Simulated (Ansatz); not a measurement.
# AlCl₃ (singlet): the correlation ladder, cc-pVDZ

How much of the correlation energy of AlCl₃ (singlet) does each wave-function method recover here?

Method: cc-pVDZ, core rule «outside noble gas», up to 20 orbitals frozen; program: Ansatz 0.2.0, Gaussian basis.

To be run: UHF; CCSD(T) on RHF; BCCD(T) on RHF; CISD; CCSDT(Q) on RHF; CASSCF and NEVPT2, 8 electrons in 8 orbitals.

10 further runs of the same task are left out: 6 that didn't finish, 4 set aside as unsound or not needed.

### 1 What is computed

The geometry is a PBE0/def2-TZVP stationary point (not a proven minimum).

4 atoms, charge 0, spin multiplicity 1.

Atoms are counted from 1 here; the program's logs count them from 0.

Bond lengths: Al1–Cl2 2.070 Å, Al1–Cl3 2.070 Å, Al1–Cl4 2.070 Å. Angles: Cl2–Al1–Cl3 120.0°, Cl2–Al1–Cl4 120.0°, Cl3–Al1–Cl4 120.0°.

Coordinates:

```xyz
4
charge 0, multiplicity 1
Al    0.00000    0.00000    0.00000
Cl    2.06972    0.01308    0.00350
Cl   -1.04619    1.78589   -0.00370
Cl   -1.02353   -1.79897    0.00020
```

### 2 UHF

File in.yaml:

```yaml
crystal:
  periodic: [false, false, false]
  atoms:
    - {symbol: Al, position_ang: [0.000000, 0.000000, 0.000000]}
    - {symbol: Cl, position_ang: [2.069721, 0.013085, 0.003500]}
    - {symbol: Cl, position_ang: [-1.046189, 1.785890, -0.003700]}
    - {symbol: Cl, position_ang: [-1.023532, -1.798975, 0.000200]}
basis:
  gaussian: {orbitals: cc-pVDZ}
magnetization: {spin_polarized: true, initial_magnetization: 0}
hamiltonian: {xc: hf}
output: {orbitals: {seedname: orbitals}}
```

Command:

```
$ ansatz run in.yaml --threads 1 --pin off --events-out ev --progress --plain --max-ram 2393MiB
```

Further steps of the session: CCSD(T) on RHF; BCCD(T) on RHF; CISD; CCSDT(Q) on RHF; CASSCF and NEVPT2, 8 electrons in 8 orbitals.

Before running them: what should the planned runs give, taken together? Wanted: RCCSDT(Q) below the RHF energy; RMP2 from RCCSDT(Q); RCCSD from RCCSDT(Q); RCCSD(T) from RCCSDT(Q); T1 diagnostic.

The runs gave:

```
                         quantity        value
   RCCSDT(Q) below the RHF energy  -13.6099 eV
              RMP2 from RCCSDT(Q)  +1294.7 meV
             RCCSD from RCCSDT(Q)   +325.3 meV
          RCCSD(T) from RCCSDT(Q)    +49.4 meV
levels within 1 kcal/mol (43 meV)       RCCSDT
                    T1 diagnostic        0.009
```

In words: RCCSD(T) lands +49.4 meV from the yardstick (0.4 % of the correlation energy). These misses are within one basis, not against nature.
